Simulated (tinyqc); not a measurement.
RKS/PBE in the sto-3g basis, for HF, spin multiplicity 1, step by step. Computed by tinyqc, a small Python program that keeps every step (integrals from PySCF). Settings: charge = 0, multiplicity = 1, basis = sto-3g, energy threshold = 1e-08, iteration cap = 66, orthogonalisation = canonical, start = atomic densities, DIIS depth = 0, damping = 0.2, method = RKS, functional = pbe,pbe, grid = [40, 86]. Command: `OMP_NUM_THREADS=1 python tinyqc.py 29084 29085 out.jsonl` (the two numbers bound the seeds that draw the settings). One thread of a shared host (Intel(R) Xeon(R) Processor @ 2.60GHz), about 2 s of CPU time with the checks.

Geometry (angstrom):
```
atom       x       y       z
F     0.0000  0.0000  0.0000
H     0.0000  0.0000  1.6390
```

Stop when the energy changes by less than 1e-08 hartree and every element of the error matrix X^T (F D S - S D F) X is below 3e-05.

Course of the cycle:
```
iteration  E (hartree)     change  largest element of the error matrix
1           -99.514179          -                             2.60e-01
2           -98.855523   6.59e-01                             1.29e-01
3           -98.612565   2.43e-01                             3.52e-01
4           -98.462100   1.50e-01                             2.99e-01
5           -98.255927   2.06e-01                             3.05e-02
6           -98.415172  -1.59e-01                             2.17e-01
7           -98.351406   6.38e-02                             2.68e-01
8           -98.418943  -6.75e-02                             2.12e-01
9           -98.245464   1.73e-01                             1.02e-02
10          -98.413341  -1.68e-01                             2.14e-01
11          -98.351113   6.22e-02                             2.68e-01
12          -98.418871  -6.78e-02                             2.12e-01
13          -98.245452   1.73e-01                             1.02e-02
14          -98.413338  -1.68e-01                             2.14e-01
...                ...        ...                                  ...
53          -98.245452   1.73e-01                             1.02e-02
54          -98.413338  -1.68e-01                             2.14e-01
55          -98.351112   6.22e-02                             2.68e-01
56          -98.418871  -6.78e-02                             2.12e-01
57          -98.245452   1.73e-01                             1.02e-02
58          -98.413338  -1.68e-01                             2.14e-01
59          -98.351112   6.22e-02                             2.68e-01
60          -98.418871  -6.78e-02                             2.12e-01
61          -98.245452   1.73e-01                             1.02e-02
62          -98.413338  -1.68e-01                             2.14e-01
63          -98.351112   6.22e-02                             2.68e-01
64          -98.418871  -6.78e-02                             2.12e-01
65          -98.245452   1.73e-01                             1.02e-02
66          -98.413338  -1.68e-01                             2.14e-01
```

Can the last value be used, and what does the course show?

Not by the stop rule. Not converged within the cap of 66 iterations: the residual wanders without falling. Reruns (cap 100 unless said): DIIS 8: converged in 10; damping 0.5: not converged; level shift 0.5: converged in 21; atomic densities as start, DIIS 8: converged in 10; the original settings with a cap of 400: not converged. PySCF RKS in the same basis, fine grid = -98.702420 hartree, which differs from a converged run on this coarse grid by the grid error.
